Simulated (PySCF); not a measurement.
Species: propiolamide, C3H3NO.
SMILES with atom numbers: `[CH:1]#[C:2][C:3]([NH2:4])=[O:5]` (hydrogens: H6 on C1; H7, H8 on N4)

The same species was optimised twice, with GFN2-xTB and with PBE0-D3(BJ)/def2-SVP (PySCF), and the same property calculations (PySCF, gas phase) were run on both structures.

```csv
coordinate,GFN2-xTB,PBE0-D3(BJ)/def2-SVP,change
C1–H6 (Å),1.051,1.075,+0.024
C2–C3 (Å),1.450,1.467,+0.017
C1≡C2 (Å),1.199,1.211,+0.012
N4–H8 (Å),1.006,1.012,+0.006
N4–H7 (Å),1.004,1.009,+0.005
C3=O5 (Å),1.209,1.211,+0.002
C3–N4 (Å),1.357,1.357,0.000
C1–C2–C3 (°),176.2,178.0,+1.8
C2–C3–O5 (°),123.3,122.3,-1.0
C2–C3–N4 (°),112.9,113.6,+0.7
H7–N4–H8 (°),119.3,119.9,+0.6
C3–N4–H8 (°),118.7,118.2,-0.5
N4–C3–O5 (°),123.8,124.1,+0.3
C2–C1–H6 (°),179.1,179.3,+0.2
C3–N4–H7 (°),122.0,121.9,-0.1
```

Rotational constants: A = 11518, B = 4192, C = 3073 MHz (GFN2-xTB) against A = 11459, B = 4118, C = 3029 MHz (PBE0-D3(BJ)/def2-SVP). Point groups within 0.08 Å: Cs and Cs. Atoms that the bonding makes alike are paired by their places after alignment.

On the GFN2-xTB structure: lowest singlet, TDDFT (eV) 4.79 [B3LYP/def2-SVPD]; lowest triplet, Tamm–Dancoff (eV) 4.37 [B3LYP/def2-SVPD]; isotropic polarisability (au) 47.0 [B3LYP/def2-SVPD]; HOMO (eV) -7.70 [B3LYP/def2-SVPD]; LUMO (eV) -1.35 [B3LYP/def2-SVPD]; dipole (D) 3.96 [B3LYP/def2-SVPD]; HOMO (eV) -7.88 [PBE0/pcSseg-1]; LUMO (eV) -0.94 [PBE0/pcSseg-1]; dipole (D) 3.96 [PBE0/pcSseg-1]; GIAO shielding of C1 (ppm) 106.7 [PBE0/pcSseg-1]; GIAO shielding of C2 (ppm) 105.9 [PBE0/pcSseg-1]; GIAO shielding of C3 (ppm) 33.6 [PBE0/pcSseg-1]; GIAO shielding of N4 (ppm) 144.3 [PBE0/pcSseg-1]; GIAO shielding of O5 (ppm) -104.4 [PBE0/pcSseg-1].

Question: What do these properties become on the PBE0-D3(BJ)/def2-SVP structure?

Answer: 
```
                                    property            level  on GFN2-xTB  on PBE0-D3(BJ)/def2-SVP  change
                  lowest singlet, TDDFT (eV)  B3LYP/def2-SVPD         4.79                     4.78   -0.01
           lowest triplet, Tamm–Dancoff (eV)  B3LYP/def2-SVPD         4.37                     4.36   -0.01
               isotropic polarisability (au)  B3LYP/def2-SVPD         47.0                     47.6    +0.6
                                   HOMO (eV)  B3LYP/def2-SVPD        -7.70                    -7.69   +0.01
                                   LUMO (eV)  B3LYP/def2-SVPD        -1.35                    -1.36   -0.01
                                  dipole (D)  B3LYP/def2-SVPD         3.96                     3.96    0.00
energy, GFN2-xTB geometry as zero (kcal/mol)  B3LYP/def2-SVPD          0.0                     -0.7    -0.7
                                   HOMO (eV)    PBE0/pcSseg-1        -7.88                    -7.87   +0.01
                                   LUMO (eV)    PBE0/pcSseg-1        -0.94                    -0.95   -0.01
                                  dipole (D)    PBE0/pcSseg-1         3.96                     3.98   +0.02
energy, GFN2-xTB geometry as zero (kcal/mol)    PBE0/pcSseg-1          0.0                     -0.1    -0.1
                  GIAO shielding of C1 (ppm)    PBE0/pcSseg-1        106.7                    106.2    -0.5
                  GIAO shielding of C2 (ppm)    PBE0/pcSseg-1        105.9                    104.8    -1.1
                  GIAO shielding of C3 (ppm)    PBE0/pcSseg-1         33.6                     32.7    -0.9
                  GIAO shielding of N4 (ppm)    PBE0/pcSseg-1        144.3                    143.8    -0.5
                  GIAO shielding of O5 (ppm)    PBE0/pcSseg-1       -104.4                   -105.8    -1.4
```

The heavy atoms differ by 0.014 Å rms after alignment. Among all bonds C1–H6 changes most (+0.024 Å). Changes are differences of the printed values. Neither structure is proved a minimum here.

Shape of the structure used: `[CH:1]#[C:2][C:3]([NH2:4])=[O:5]`: H–N4–C3–C2 0°, H–N4–C3–C2 180°.
